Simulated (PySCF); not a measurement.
These are TPSSh-D3(BJ)/def2-TZVP // BP86-D3(BJ)/def2-SVP run with PySCF values and carry that method's errors. All species are isolated molecules in the gas phase. 

Reference species (SMILES): `N` (neutral, multiplicity 1).

```json
{
  "HOMO–LUMO gap": "7.58 eV",
  "HOMO": "-6.91 eV"
}
```

Changed species: `C=C` (free ligand C2H4; the reference has free ligand NH3).

Q: What does the change do to the HOMO–LUMO gap and HOMO?

A: the HOMO–LUMO gap decreases by 0.84 eV, to 6.74 eV; the HOMO falls by 0.23 eV, to -7.14 eV.
